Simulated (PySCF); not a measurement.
# Si2NH7 (SMILES [SiH3]N[SiH3]): levels of theory compared

Wanted: a comparison of 5 runs (HF/3-21G, B3LYP/6-31G*, PBE/6-31G**, PBE0/def2-SVP, PBE0/6-311+G**) of Si2NH7. The job is set up through a Python script.

The results are computed with PySCF 2.14.0.

## 1. Starting point

Si2NH7 has 10 atoms, charge 0, and is taken as a singlet. SMILES: `[SiH3]N[SiH3]`. The shape is that of a PBE0-D4/def2-TZVP optimisation.

Bond lengths: Si1–N2 1.726 Å, N2–Si3 1.726 Å, Si1–H4 1.484 Å, Si1–H5 1.490 Å, Si1–H6 1.488 Å, N2–H7 1.011 Å, Si3–H8 1.484 Å, Si3–H9 1.488 Å, Si3–H10 1.490 Å. Some angles: Si1–N2–Si3 128.9°, Si1–N2–H7 115.5°, Si3–N2–H7 115.5°, N2–Si1–H4 107.4°, N2–Si1–H5 112.6°, N2–Si1–H6 110.9°, N2–Si3–H8 107.4°, N2–Si3–H9 110.9°, N2–Si3–H10 112.6°, H4–Si1–H5 109.0°.

## 2. Energy and forces at HF/3-21G (run 1)

Input file job.py:

```python
import pyscf.grad
from pyscf import gto

mol = gto.Mole()
mol.atom = '''
Si    -1.970606     1.433149    -1.662940
N      0.226748     0.945638     0.696685
Si     1.881846    -1.767385     1.427480
H     -2.595747    -1.071966    -2.755674
H     -1.005863     3.109280    -3.708758
H     -4.297766     2.633447    -0.635779
H      0.684062     2.489317     1.725207
H      0.761730    -3.859369    -0.065649
H      1.695538    -2.348967     4.173120
H      4.620059    -1.563144     0.806308
'''
mol.max_memory = 1860
mol.verbose = 3
mol.unit = 'bohr'
mol.basis = '3-21g'
mol.build()

mf = mol.RHF()
mf.conv_tol = 1e-10
mf.kernel()
if not mf.converged:
    mf = mf.newton().run(mf.mo_coeff, mf.mo_occ)

e_final = mf.e_tot
print('E = %.10f Eh' % e_final)
grad = mf.Gradients().kernel()
dip = mf.dip_moment()
pop, q = mf.mulliken_pop()
```

On the command line:

```sh
$ OMP_NUM_THREADS=1 python job.py
```

Standard output:

```text
converged SCF energy = -633.026401798694
E = -633.0264017987 Eh
--------------- RHF gradients ---------------
         x                y                z
0 Si     0.0110709747    -0.0054836900     0.0099603236
1 N    -0.0050248973    -0.0137367980    -0.0079634981
2 Si    -0.0091621040     0.0113279350    -0.0062820417
3 H     0.0013551360    -0.0002940198     0.0012829815
4 H     0.0008640048     0.0001349551     0.0015833218
5 H     0.0015474021     0.0002295385     0.0011470108
6 H     0.0015246511     0.0028202604     0.0010160134
7 H    -0.0008988017     0.0015765529    -0.0005235752
8 H    -0.0004035187     0.0018505902    -0.0004171218
9 H    -0.0008728469     0.0015746756     0.0001965857
----------------------------------------------
Dipole moment(X, Y, Z, Debye):  0.23361,  0.70619,  0.44017
 ** Mulliken pop  **
pop of  0 Si 1s           1.99857
pop of  0 Si 2s           1.97261
pop of  0 Si 3s           0.66956
pop of  0 Si 4s           0.43741
pop of  0 Si 2px          1.95614
pop of  0 Si 2py          1.95764
pop of  0 Si 2pz          1.95603
pop of  0 Si 3px          0.46840
pop of  0 Si 3py          0.53949
pop of  0 Si 3pz          0.46351
pop of  0 Si 4px          0.13360
pop of  0 Si 4py          0.18202
pop of  0 Si 4pz          0.12442
pop of  1 N 1s            1.98679
pop of  1 N 2s            0.33752
pop of  1 N 3s            1.37705
pop of  1 N 2px           0.63795
pop of  1 N 2py           0.55946
pop of  1 N 2pz           0.61857
pop of  1 N 3px           0.99933
pop of  1 N 3py           0.82917
pop of  1 N 3pz           0.94839
pop of  2 Si 1s           1.99857
pop of  2 Si 2s           1.97261
pop of  2 Si 3s           0.66956
pop of  2 Si 4s           0.43741
pop of  2 Si 2px          1.95706
pop of  2 Si 2py          1.95518
pop of  2 Si 2pz          1.95758
pop of  2 Si 3px          0.50659
pop of  2 Si 3py          0.43419
pop of  2 Si 3pz          0.53062
pop of  2 Si 4px          0.15907
pop of  2 Si 4py          0.09448
pop of  2 Si 4pz          0.18649
pop of  3 H 1s            0.43139
pop of  3 H 2s            0.77823
pop of  4 H 1s            0.43134
pop of  4 H 2s            0.80068
pop of  5 H 1s            0.43124
pop of  5 H 2s            0.79606
pop of  6 H 1s            0.42710
pop of  6 H 2s            0.22194
pop of  7 H 1s            0.43139
pop of  7 H 2s            0.77824
pop of  8 H 1s            0.43124
pop of  8 H 2s            0.79607
pop of  9 H 1s            0.43135
pop of  9 H 2s            0.80066
 ** Mulliken atomic charges  **
charge of    0Si =      1.14059
charge of    1N =     -1.29424
charge of    2Si =      1.14060
charge of    3H =     -0.20963
charge of    4H =     -0.23202
charge of    5H =     -0.22730
charge of    6H =      0.35096
charge of    7H =     -0.20963
charge of    8H =     -0.22732
charge of    9H =     -0.23201
```

It took 2 s on 1 thread of Intel Xeon at 2.70GHz, shared host; peak memory 0.12 GiB.

## 3. Energy and gradient at B3LYP/6-31G(d) (Cartesian functions) (run 2)

Input file input.py:

```python
from pyscf import gto, dft

system = gto.Mole()
system.atom = '''
Si  -1.042800   0.758390  -0.879990
N    0.119990   0.500410   0.368670
Si   0.995830  -0.935260   0.755390
H   -1.373610  -0.567260  -1.458240
H   -0.532280   1.645360  -1.962590
H   -2.274280   1.393560  -0.336440
H    0.361990   1.317290   0.912940
H    0.403090  -2.042290  -0.034740
H    0.897240  -1.243020   2.208320
H    2.444830  -0.827180   0.426680
'''
system.max_memory = 1860
system.verbose = 4
system.cart = True
system.basis = '6-31g*'
system.charge = 0
system.build()

calc0 = dft.RKS(system, xc='b3lyp')
calc0.grids.level = 5
calc0.conv_tol = 1e-10
calc0.kernel()
if not calc0.converged:
    calc0 = calc0.newton().run(calc0.mo_coeff, calc0.mo_occ)

etot = calc0.e_tot
print(f'total energy: {etot:.8f} hartree')
grad = calc0.nuc_grad_method().kernel()
dip = calc0.dip_moment()
pop, q = calc0.mulliken_pop()
```

On the command line:

```sh
$ OMP_NUM_THREADS=1 python input.py
```

Standard output:

```text
PySCF version 2.14.0

[... 77 lines left out ...]
converged SCF energy = -637.977775817361
total energy: -637.97777582 hartree
[... 12 lines left out ...]
Dipole moment(X, Y, Z, Debye):  0.22479,  0.74865,  0.49517
[... 78 lines left out ...]
charge of    9H =     -0.08862
```

Wall time 37 s (1 thread of Intel Xeon at 2.70GHz, shared host); peak memory 0.67 GiB.

## 4. Energy and forces at PBE/6-31G(d,p) (spherical functions) (run 3)

Input file input.xyz:

```xyz
10

Si    -1.042800     0.758390    -0.879990
N      0.119990     0.500410     0.368670
Si     0.995830    -0.935260     0.755390
H     -1.373610    -0.567260    -1.458240
H     -0.532280     1.645360    -1.962590
H     -2.274280     1.393560    -0.336440
H      0.361990     1.317290     0.912940
H      0.403090    -2.042290    -0.034740
H      0.897240    -1.243020     2.208320
H      2.444830    -0.827180     0.426680
```

Input file job.py:

```python
# [SiH3]N[SiH3]
import pyscf.grad
from pyscf import gto, dft

mol = gto.M(
    atom='input.xyz',
    basis='6-31g**',
    verbose=4,
    max_memory=1860,
    charge=0,
)

calc0 = dft.RKS(mol)
calc0.xc = 'pbe'
calc0.conv_tol = 1e-10
calc0.grids.level = 5
calc0.kernel()
if not calc0.converged:
    calc0 = calc0.newton().run(calc0.mo_coeff, calc0.mo_occ)

e_tot = calc0.e_tot
print('E(%s) = %.9f' % ('PBE', e_tot))
grad = calc0.Gradients().kernel()
calc0.analyze()
```

On the command line:

```sh
$ OMP_NUM_THREADS=1 python job.py
```

Standard output:

```text
PySCF version 2.14.0

[... 98 lines left out ...]
One-electron Energy =                -1193.373580148320571
[... 12 lines left out ...]
MO #8   energy= -3.46785738655927  occ= 2
[... 10 lines left out ...]
MO #19  energy= -0.298859742064336 occ= 2
[... 10 lines left out ...]
MO #30  energy= 0.125745137077935  occ= 0
[... 10 lines left out ...]
MO #41  energy= 0.536477023929611  occ= 0
[... 10 lines left out ...]
MO #52  energy= 1.01291494609149   occ= 0
[... 10 lines left out ...]
MO #63  energy= 1.9175799435824    occ= 0
[... 10 lines left out ...]
MO #74  energy= 2.20669583534033   occ= 0
[... 10 lines left out ...]
MO #85  energy= 3.26271382289429   occ= 0
[... 98 lines left out ...]
Dipole moment(X, Y, Z, Debye):  0.21463,  0.73377,  0.49243
```

Wall time 36 s (1 thread of Intel Xeon at 2.70GHz, shared host); peak memory 0.83 GiB.

Run 4 isn't shown in full; the table further down has it.

## 5. Energy and gradient at PBE0/6-311+G(d,p) (run 5)

Input file job.py:

```python
import pyscf.grad
from pyscf import gto, dft

molecule = gto.M(
    atom='''
Si    -1.042800     0.758390    -0.879990
N      0.119990     0.500410     0.368670
Si     0.995830    -0.935260     0.755390
H     -1.373610    -0.567260    -1.458240
H     -0.532280     1.645360    -1.962590
H     -2.274280     1.393560    -0.336440
H      0.361990     1.317290     0.912940
H      0.403090    -2.042290    -0.034740
H      0.897240    -1.243020     2.208320
H      2.444830    -0.827180     0.426680
''',
    verbose=3,
    max_memory=1860,
    basis='6-311+g**',
)

mf = dft.RKS(molecule, xc='pbe0')
mf.grids.level = 5
mf.conv_tol = 1e-10
mf.kernel()
if not mf.converged:
    mf = mf.newton().run(mf.mo_coeff, mf.mo_occ)

etot = mf.e_tot
print('Final energy', etot)
grad = mf.Gradients().kernel()
mf.analyze()
```

On the command line:

```sh
$ OMP_NUM_THREADS=1 python job.py
```

Standard output:

```text
converged SCF energy = -637.687059755874
[... 13 lines left out ...]
MO #4   energy= -5.3331957960254   occ= 2
[... 14 lines left out ...]
MO #19  energy= -0.353460794337923 occ= 2
[... 14 lines left out ...]
MO #34  energy= 0.10293238515108   occ= 0
[... 14 lines left out ...]
MO #49  energy= 0.386800844836441  occ= 0
[... 14 lines left out ...]
MO #64  energy= 0.859293722824996  occ= 0
[... 14 lines left out ...]
MO #79  energy= 1.32045292945038   occ= 0
[... 14 lines left out ...]
MO #94  energy= 1.96872895932282   occ= 0
[... 14 lines left out ...]
MO #109 energy= 2.75898489955776   occ= 0
[... 14 lines left out ...]
MO #124 energy= 141.426801703822   occ= 0
[... 11 lines left out ...]
Dipole moment(X, Y, Z, Debye):  0.19338,  0.64347,  0.42540
```

It took 65 s on 1 thread of Intel Xeon at 2.70GHz, shared host; peak memory 1.3 GiB.

## 6. Overview of the runs

| run | level | Cartesian functions | integration grid | energy (Eh) | dipole moment (D) | HOMO energy (eV) | LUMO energy (eV) | wall time |
| --- | --- | --- | --- | --- | --- | --- | --- | --- |
| 1 | HF/3-21G | no | – | -633.026402 | 0.86 | -10.36 | 4.15 | 2 s |
| 2 | B3LYP/6-31G* (Cartesian functions) | yes | 5 | -637.977776 | 0.93 | -7.02 | 0.18 | 37 s |
| 3 | PBE/6-31G** (spherical functions) | no | 5 | -637.543808 | 0.91 | -5.91 | -0.50 | 36 s |
| 4 | PBE0/def2-SVP | no | 5 | -637.428606 | 0.90 | -7.39 | 0.46 | 45 s |
| 5 | PBE0/6-311+G** | no | 5 | -637.687060 | 0.80 | -7.47 | -0.35 | 65 s |

## 7. What came out

```
                       quantity          value
            run 5: total energy  -637.68706 Eh
           run 5: dipole moment         0.80 D
             run 5: HOMO energy       -7.47 eV
             run 5: LUMO energy       -0.35 eV
           run 5: HOMO–LUMO gap        7.12 eV
run 5: largest force on an atom     0.271 eV/Å
```

**Reading.** The dipole moment (its size) runs from 0.80 D (PBE0/6-311+G**) to 0.93 D (B3LYP/6-31G*). The two ends differ in method and basis. The HOMO–LUMO gap runs from 5.41 eV (PBE/6-31G**) to 14.51 eV (HF/3-21G). Totals of different functionals can't be ranked against each other. All runs together took 3.1 min, the longest 65 s.
